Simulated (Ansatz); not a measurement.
How methods differ on BH2O (SMILES [BH]O)

The species is BH2O (4 atoms), meant as a doublet with charge 0. SMILES: `[BH]O`. The shape is that of a PBE0-D4/def2-TZVP optimisation.

```xyz
4

B    -0.0061   -0.4855    0.3883
O     0.1197    0.5445   -0.4486
H    -1.0642   -1.0324    0.5403
H     1.0061    0.9132   -0.5003
```

Each level gives the energy change with the B1–H3 bond stretched from 1.201 to 3.002 Å (eV). The values are calculated.

| level | kind | program | value (eV) | less FCI/STO-3G | CPU time (all runs) |
| --- | --- | --- | --- | --- | --- |
| UHF/STO-3G | Hartree–Fock | Ansatz | 3.98 | +0.24 | 0.12 s |
| USVWN5/STO-3G | LDA | Ansatz | 4.82 | +1.08 | 0.98 s |
| U-revPBE/STO-3G | GGA | Ansatz | 4.25 | +0.51 | 1.7 s |
| U-r2SCAN/STO-3G | meta-GGA | Ansatz | 4.43 | +0.69 | 4 s |
| UBHLYP/STO-3G | global hybrid | Ansatz | 4.38 | +0.64 | 1.7 s |
| U-wB97M-V/STO-3G | range-separated hybrid | Ansatz | 4.20 | +0.46 | 20 s |
| UCCSDT(Q)/STO-3G | coupled cluster or CI | Ansatz | 3.74 | 0.00 | 0.9 s |
| FCI/STO-3G | exact in the basis | Ansatz | 3.74 | 0.00 | 0.75 s |

FCI/STO-3G is exact within its basis and frozen core, so for wave-function methods in that basis the difference is their error; functionals converge differently with the basis, so for them it is only a difference. The first shape isn't each level's own minimum. The values span 3.74 to 4.82 eV. Spin contamination of the reference (⟨S²⟩ at least 0.1 too high) touches UHF/STO-3G, UCCSDT(Q)/STO-3G. All rows use very small basis sets, so none should be taken for the real molecule's value. In so small a basis fixed costs decide the times, and correlated methods can beat functionals. CPU times are rough (shared hosts, several kinds of processor and program).
